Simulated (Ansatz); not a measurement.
## NH, triplet in cc-pVDZ: errors against full CI

Geometry: MP2(full)/6-31G*, from the G2/97 set.

```xyz
2

N     0.0000    0.0000    0.0000
H     0.0000    0.0000    1.0394
```

Basis cc-pVDZ; Ansatz 0.2.0. Correlated methods freeze the noble-gas cores, which leaves 6 electrons in 18 orbitals. Prefix R: restricted or restricted open-shell reference; prefix U: unrestricted. Active spaces: valence = (6e, 5o) chosen from the atoms' valence shells.

Full CI is exact within this basis and frozen core; it isn't the basis-set limit. The frozen core follows each run's orbitals, which can shift R against U totals by a few meV.

For open shells CISD and CISDTQ are restricted-active-space CI with the open shells as a complete middle space.

* UHF ⟨S²⟩: 2.014
* T1 diagnostic (RCCSD): 0.0178
* largest doubles amplitude (RCCSD): 0.049
* T1 diagnostic (UCCSD): 0.0082

| level | E − E(full CI) (kJ/mol) | share of correlation (%) | wall time |
| --- | --- | --- | --- |
| RHF | 347.2 | 0.00 | – |
| UHF | 328.9 | 5.27 | – |
| RMP2 | 56.6 | 83.69 | – |
| UMP2 | 56.3 | 83.77 | – |
| CISD | 12.1 | 96.53 | 0.61 s |
| RCCSD | 5.2 | 98.50 | – |
| UCCSD | 4.9 | 98.59 | – |
| RCCSD(T) | 1.1 | 99.70 | 0.43 s |
| UCCSD(T) | 0.9 | 99.74 | 0.24 s |
| BCCD(T) | 1.0 | 99.70 | 0.37 s |
| RCCSDT | 0.3 | 99.92 | – |
| UCCSDT | 0.2 | 99.95 | – |
| CISDTQ | 0.1 | 99.97 | 0.7 s |
| RCCSDT(Q) | 0.0 | 100.00 | 1.4 s |
| UCCSDT(Q) | -0.1 | 100.04 | 1.4 s |
| RCCSDTQ | 0.0 | 100.01 | 3.8 s (H100) |
| UCCSDTQ | -0.2 | 100.05 | 3.4 s (H100) |
| CASSCF (valence space) | 278.7 | 19.72 | – |
| NEVPT2 (valence space) | 52.3 | 84.93 | 0.25 s |
| NEVPT4(SD) (valence space) | 2.9 | 99.16 | 0.58 s |
| MRCISD (valence space) | 7.9 | 97.71 | – |
| MRCISD+Q (valence space) | -1.2 | 100.34 | 0.4 s |

The correlation energy at full CI, counted from RHF, is -3.598 eV. That run took 0.76 s on 1 thread of AMD EPYC 7R13, shared host over 166,400 determinants.

Times hold each run's SCF and search for its determinant on a shared host, so for small cases they say little of a method's own cost; rows without a card ran on 1 thread of AMD EPYC 7R13.

Not variational, and here over 5 meV under the exact energy: MRCISD+Q (valence space).

The full-CI state has the irrep A2 of C2v, in the program's axes (one component, if the state is degenerate).

Natural occupations of full CI about the gap: 1.972 1.958 0.993 0.993 0.032 0.011 0.007 0.007 0.006 0.004; effectively unpaired electrons, Σ n²(2−n)², 2.01.

Atomization energy (electronic, same basis, no zero-point term; atoms at the same level, unrestricted beside the R rows where the molecule is a closed shell, with restricted open-shell steps beyond CCSDT(Q)) at full CI: 299.1 kJ/mol. Errors of other levels:

| level | error (kJ/mol) |
| --- | --- |
| RHF | -110.5 |
| UHF | -99.3 |
| RMP2 | -11.8 |
| UMP2 | -12.5 |
| CISD | -8.4 |
| RCCSD | -3.2 |
| UCCSD | -3.1 |
| RCCSD(T) | -0.7 |
| UCCSD(T) | -0.8 |
| BCCD(T) | -0.7 |
| RCCSDT | -0.3 |
| UCCSDT | -0.4 |
| CISDTQ | -0.1 |
| RCCSDT(Q) | -0.1 |
| UCCSDT(Q) | -0.2 |
| RCCSDTQ | -0.1 |
| UCCSDTQ | -0.1 |
| CASSCF (valence space) | -42.0 |
| NEVPT2 (valence space) | -4.3 |
| NEVPT4(SD) (valence space) | -2.8 |
| MRCISD (valence space) | -4.0 |
| MRCISD+Q (valence space) | -2.0 |

This basis is far from its limit, so the value isn't to be set against a measured one. Truncated CI isn't size-consistent, which counts against it in atomization.
